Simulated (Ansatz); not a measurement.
**AlH₃F (doublet): wave-function methods side by side at distance Al1–H4 along a hydrogen transfer = 1.769 Å, cc-pVDZ**

How much of the correlation energy of AlH₃F (doublet) does each wave-function method recover here?

Method: cc-pVDZ, core rule «outside noble gas», up to 6 orbitals frozen; program: Ansatz 0.2.0, Gaussian basis.

To be run: UHF; CCSD(T) on ROHF; CCSD(T) on UHF; BCCD(T) on ROHF; CISD; CCSDT(Q) on ROHF; CCSDT(Q) on UHF; CASSCF and MRCISD+Q, 3 electrons in 3 orbitals; CASSCF and NEVPT2, 3 electrons in 3 orbitals.

19 further runs of the same task are left out: 9 for a known fault of the program, 8 that didn't finish, 2 set aside as unsound or not needed.

## (1) The geometry

The geometry derives from fragments relaxed apart (PBE0/def2-TZVP) and kept rigid, so it is no stationary point. A hydrogen atom is moved between rigid fragments.

5 atoms, charge 0, spin multiplicity 2.

Atoms are counted from 1 here; the program's logs count them from 0.

Bond lengths: Al1–H2 1.586 Å, Al1–H3 1.586 Å, Al1–H4 1.769 Å, H4–F5 1.037 Å. Angles: H2–Al1–H3 120.0°, H2–Al1–H4 120.0°, H3–Al1–H4 120.0°, Al1–H4–F5 180.0°.

## (2) UHF

File in.yaml:

```yaml
crystal:
  periodic: [false, false, false]
  atoms:
    - {symbol: Al, position_ang: [-1.091633, 0.000000, 0.000000]}
    - {symbol: H, position_ang: [-1.884557, 1.373384, 0.000000]}
    - {symbol: H, position_ang: [-1.884557, -1.373384, 0.000000]}
    - {symbol: H, position_ang: [0.677367, 0.000000, 0.000000]}
    - {symbol: F, position_ang: [1.714367, 0.000000, 0.000000]}
basis:
  gaussian: {orbitals: cc-pVDZ}
magnetization: {spin_polarized: true, initial_magnetization: 1}
hamiltonian: {xc: hf}
output: {orbitals: {seedname: orbitals}}
```

On the command line:

```console
> ansatz run in.yaml --threads 1 --pin off --events-out ev --progress --plain --max-ram 2393MiB
```

After this run come: CCSD(T) on ROHF; CCSD(T) on UHF; BCCD(T) on ROHF; CISD; CCSDT(Q) on ROHF; CCSDT(Q) on UHF; CASSCF and MRCISD+Q, 3 electrons in 3 orbitals; CASSCF and NEVPT2, 3 electrons in 3 orbitals.

**Question.** What will the summary of the whole plan be? Wanted: UCCSDT(Q) below the RHF energy; RMP2 from UCCSDT(Q); UMP2 from UCCSDT(Q); RCCSD from UCCSDT(Q); RCCSD(T) from UCCSDT(Q); UCCSD(T) from UCCSDT(Q); RCCSDT(Q) from UCCSDT(Q); NEVPT2 pair from UCCSDT(Q); MRCISD+Q pair from UCCSDT(Q).

As calculated:

| quantity | value |
| --- | --- |
| UCCSDT(Q) below the RHF energy | -8.1979 eV |
| RMP2 from UCCSDT(Q) | +774.8 meV |
| UMP2 from UCCSDT(Q) | +807.8 meV |
| RCCSD from UCCSDT(Q) | +150.0 meV |
| RCCSD(T) from UCCSDT(Q) | +33.1 meV |
| UCCSD(T) from UCCSDT(Q) | +33.2 meV |
| RCCSDT(Q) from UCCSDT(Q) | +1.0 meV |
| NEVPT2 pair from UCCSDT(Q) | +794.7 meV |
| MRCISD+Q pair from UCCSDT(Q) | +92.5 meV |
| levels within 1 kcal/mol (43 meV) | RCCSD(T), UCCSD(T), BCCD(T), RCCSDT, UCCSDT, RCCSDT(Q) |
| T1 diagnostic | 0.018 |

In words: RCCSD(T) lands +33.1 meV from the yardstick (0.4 % of the correlation energy). Of the multireference levels listed MRCISD+Q pair comes nearest in total energy (+92.5 meV), which doesn't show that its space is the better one. These misses are within one basis, not against nature; the frozen cores of restricted and unrestricted runs differ, which can shift their rows.
